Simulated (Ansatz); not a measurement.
Rock-salt SnTe (cubic form, which distorts at low temperature), treated with PBE-D4 (plane waves, PAW; Ansatz, a first-principles code).

Settings: plane-wave cutoff 500 eV, 12×12×12 k mesh, Fermi–Dirac smearing 0.05 eV, scalar-relativistic PAW data made under PBE.

Computed at the level's own relaxed cell.

Task: Predict the equilibrium volume per atom, lattice constant a and band gap.

Result: 
- equilibrium volume per atom = 31.33 Å³/atom
- lattice constant a = 6.305 Å
- band gap = 0.09 eV (under three smearing widths, so not firm)

Measured, for comparison: band gap 0.3 eV (4 K, zero-point motion not removed, bulk gap, ARPES or transport; rounded; as tabulated in Ando (2013), arXiv:1304.5693); equilibrium volume per atom 31.50 Å³/atom, lattice constant a 6.316 Å (room temperature, no zero-point or thermal correction; as tabulated in Maiti et al. (2022), arXiv:2109.01420). Computed (rounded) less measured: equilibrium volume per atom -0.5 %, lattice constant a -0.2 %. A static lattice is as a rule a little smaller and stiffer than an uncorrected measurement, which narrows the difference in the equilibrium volume per atom and would widen misses of the other sign.

Note: a distance lies near a switch of the dispersion term, which can move the cell; symmetry holds this phase in the static calculation, where it need not be a minimum.

Spin–orbit coupling is not included; with these elements it can move the gap by several tenths of an eV or more.

The computed numbers hold no vibrational or temperature effects.
